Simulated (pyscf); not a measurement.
Structures and frequencies: ωB97X-D3(BJ)/def2-SVP in PySCF. MP2 and CC: frozen core, UHF for open shells. ΔMP2 is the change of the MP2 total energy from the triple- to the quadruple-zeta basis.

What is the homolytic dissociation enthalpy (298 K, CCSD(T)/def2-TZVPP + ΔMP2(QZVPP)) of the H–N bond of H₂N–B(Cl)–Cl (SMILES NB(Cl)Cl), to •HN–B(Cl)–Cl + H•?

H–N to •HN–B(Cl)–Cl + H•: 5.16 eV. The radicals are drawn with the spin at the cut bond; how far it spreads was not checked. Other isomers of •HN–B(Cl)–Cl were not searched in full and may lie lower. The CCSD(T) − MP2 part came from Ansatz, without density fitting, on the same reference.
